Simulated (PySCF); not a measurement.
Gas-phase reaction: AlH2Cl → AlCl + 2 H

Energies from PySCF, thermal terms from the rigid-rotor harmonic-oscillator model, ideal gas at 1 bar. † marks an energy on the PBE0/def2-TZVP geometry and frequencies; other levels use their own. MP2 and CCSD(T) freeze the core. 6-31G* has spherical d functions here. Open shells (unrestricted): H (multiplicity 2); the rest are closed-shell singlets. B3LYP is the form with VWN-RPA correlation. AlH2Cl: computed as isolated molecules; such fragments, hydroxides, amides, oligomers or adducts are transient or little studied in the gas. MP2 isn't extrapolated to the basis-set limit; its ΔH°(298 K) is 470.6 kJ in def2-SVP and 483.3 kJ in def2-TZVPP. CCSD(T) isn't extrapolated to the basis-set limit; its ΔH°(298 K) is 480.4 kJ in def2-SVP and 496.4 kJ in def2-TZVPP. The harmonic model lacks anharmonicity and excited electronic states, which grow with temperature; levels with a mode under 35 cm⁻¹ are left out.

| level | ΔE electronic, kJ | ΔH°(298 K), kJ | ΔS°(298 K), J/K | ΔG°(1000 K), kJ |
|---|---|---|---|---|
| B3LYP/6-31G* | 518 | 492 | 204 | 279 |
| CCSD(T)/def2-SVP† | 506 | 480 | 204 | 267 |
| HF/def2-TZVP† | 431 | 405 | 204 | 192 |
| MP2/def2-SVP† | 496 | 471 | 204 | 257 |
| PBE/def2-TZVP† | 498 | 473 | 204 | 260 |
| PBE0/def2-TZVP | 509 | 484 | 204 | 271 |
| ωB97M-V/def2-TZVP† | 517 | 492 | 204 | 278 |
ΔH° is lowest at HF/def2-TZVP† and highest at B3LYP/6-31G*. No reference value is set beside these.
